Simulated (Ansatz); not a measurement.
fcc Ni was calculated with PBE-D4 (plane waves, PAW; Ansatz, a program for electronic structure).

Run with plane-wave cutoff 520 eV, 26×26×26 k mesh, Fermi–Dirac smearing 0.05 eV, spin-polarised with parallel moments, scalar-relativistic PAW data made under PBE.

Pressure at four volumes; x = ln(V/10.563 Å³). One pressure is withheld.

```json
[
 {"V (Å³/atom)": "9.929", "x": "-0.0619", "P (GPa)": "?"},
 {"V (Å³/atom)": "10.140", "x": "-0.0409", "P (GPa)": "9.78"},
 {"V (Å³/atom)": "10.563", "x": "0.0000", "P (GPa)": "-0.01"},
 {"V (Å³/atom)": "11.196", "x": "0.0582", "P (GPa)": "-10.96"}
]
```

Question: Pass a parabola P(x) through the three rows shown, estimate the bulk modulus and its pressure derivative near zero pressure, and predict the withheld pressure.

Answer: Slopes between the rows: (-0.01 − (9.78))/(0.0000 − (-0.0409)) = -239.36 and (-10.96 − (-0.01))/(0.0582 − (0.0000)) = -188.14 GPa. Their difference over the span 0.0991 is c = 51.22/0.0991 = 516.9 GPa, so P(x) = 9.78 + (-239.36)(x − (-0.0409)) + 516.9 (x − (-0.0409))(x − (0.0000)). At the middle row B = −dP/dx = −[-239.36 + 516.9 × 0.0409] = 218.2 GPa, and B′ = dB/dP = 2c/B = 4.7. At x = -0.0619 the parabola gives 15.48 GPa; the run gives 15.62 GPa. The Birch–Murnaghan fit to the energies at all volumes has B0 = 217 GPa and B′ = 4.9.

Measured, for comparison: bulk modulus 192 GPa (0 K value with the zero-point phonon effect removed, our sources range from 186 to 195; as tabulated in Mejia-Rodriguez and Trickey (2018), arXiv:1807.09216). Computed (rounded) less measured: bulk modulus +13 % (+11 % to +17 % over the range).
